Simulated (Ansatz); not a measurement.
Isolated molecules relaxed with PBE0-D4/def2-TZVP in Ansatz; ΔE leaves out vibrations. CCSD(T)/CBS is the MP2 limit (def2-TZVPP, def2-QZVPP) plus CCSD(T) − MP2 in def2-TZVPP, frozen cores. This one scheme is used for every species. Functionals use def2-TZVPP. B3LYP here is the variant with VWN-RPA as its local correlation; programs differ in this. Each species was taken in one conformer, which may not be the lowest.

Consider the formal exchange of groups at a C–C bond: `C=C(F)CS` + fluoromethane → `C=C(F)CF` + CH₃SH.

`C=C(F)CS`:

```xyz
10

C     0.820    1.446    0.301
C    -0.031    0.440    0.387
F    -0.645    0.177    1.555
C    -0.445   -0.498   -0.681
S     0.088   -2.212   -0.386
H     1.038    2.067    1.159
H     1.313    1.655   -0.638
H     0.014   -0.205   -1.625
H    -1.529   -0.476   -0.807
H    -0.625   -2.394    0.736
```

`CF`:

```xyz
5

C    -0.008   -0.055   -0.024
F     0.182    1.191    0.528
H    -0.819   -0.560    0.505
H     0.914   -0.633    0.071
H    -0.268    0.058   -1.079
```

`C=C(F)CF`:

```xyz
9

C     1.005    0.987   -0.032
C    -0.128    0.384   -0.325
F    -1.006    0.910   -1.194
C    -0.646   -0.911    0.200
F     0.236   -1.465    1.090
H     1.681    0.526    0.673
H     1.265    1.933   -0.487
H    -1.606   -0.751    0.703
H    -0.802   -1.612   -0.628
```

CH₃SH:

Cartesian coordinates in Å:
```
C 0.042 -0.489 0.006
S -0.839 1.079 -0.162
H 0.816 -0.596 -0.752
H -0.702 -1.272 -0.144
H 0.469 -0.604 1.002
H 0.214 1.883 0.050
```

```json
{"level": "BLYP-D4", "ΔE (kcal/mol)": "0.5", "difference from CCSD(T)/CBS": "0.3"}
{"level": "BHLYP-D4", "ΔE (kcal/mol)": "-0.3", "difference from CCSD(T)/CBS": "-0.5"}
{"level": "CAM-B3LYP-D4", "ΔE (kcal/mol)": "-0.6", "difference from CCSD(T)/CBS": "-0.8"}
{"level": "ωB97X-V", "ΔE (kcal/mol)": "-0.7", "difference from CCSD(T)/CBS": "-0.9"}
{"level": "ωB97M-V", "ΔE (kcal/mol)": "-0.6", "difference from CCSD(T)/CBS": "-0.8"}
{"level": "revPBE", "ΔE (kcal/mol)": "-0.8", "difference from CCSD(T)/CBS": "-1.0"}
{"level": "r2SCAN", "ΔE (kcal/mol)": "-0.8", "difference from CCSD(T)/CBS": "-1.0"}
{"level": "B3LYP", "ΔE (kcal/mol)": "-1.0", "difference from CCSD(T)/CBS": "-1.2"}
{"level": "LC-ωPBE", "ΔE (kcal/mol)": "-1.2", "difference from CCSD(T)/CBS": "-1.4"}
{"level": "MP2/def2-SVP", "ΔE (kcal/mol)": "0.5", "difference from CCSD(T)/CBS": "0.3"}
{"level": "CCSD/def2-SVP", "ΔE (kcal/mol)": "-0.4", "difference from CCSD(T)/CBS": "-0.6"}
{"level": "CCSD(T)/def2-TZVPP", "ΔE (kcal/mol)": "0.0", "difference from CCSD(T)/CBS": "-0.2"}
{"level": "HF/def2-QZVPP", "ΔE (kcal/mol)": "-1.6", "difference from CCSD(T)/CBS": "-1.8"}
{"level": "MP2/def2-QZVPP", "ΔE (kcal/mol)": "0.9", "difference from CCSD(T)/CBS": "0.7"}
{"level": "HF/CBS(def2)", "ΔE (kcal/mol)": "-1.6", "difference from CCSD(T)/CBS": "-1.8"}
{"level": "CCSD/CBS(def2)", "ΔE (kcal/mol)": "-0.2", "difference from CCSD(T)/CBS": "-0.4"}
{"level": "CCSD(T)/CBS", "ΔE (kcal/mol)": "0.2", "difference from CCSD(T)/CBS": "0"}
```

Largest T1 diagnostic among the species: 0.012.

In def2-TZVPP, CCSD(T) changes the Hartree–Fock value by +1.6 kcal/mol (the triples alone add +0.4 kcal/mol) and MP2 by +2.4 kcal/mol. The D4 term adds +1.0 kcal/mol with B3LYP and +0.6 kcal/mol with PBE0; it sums over pairs of atoms, weighted by their polarisabilities, and B3LYP, whose exchange is more repulsive, gets the larger term. Leaving LDA and LC-ωPBE aside and taking each functional with its dispersion term where it has one, the values, not all of them listed here, spread over 1.3 kcal/mol, from B97M-V to revPBE-D4.
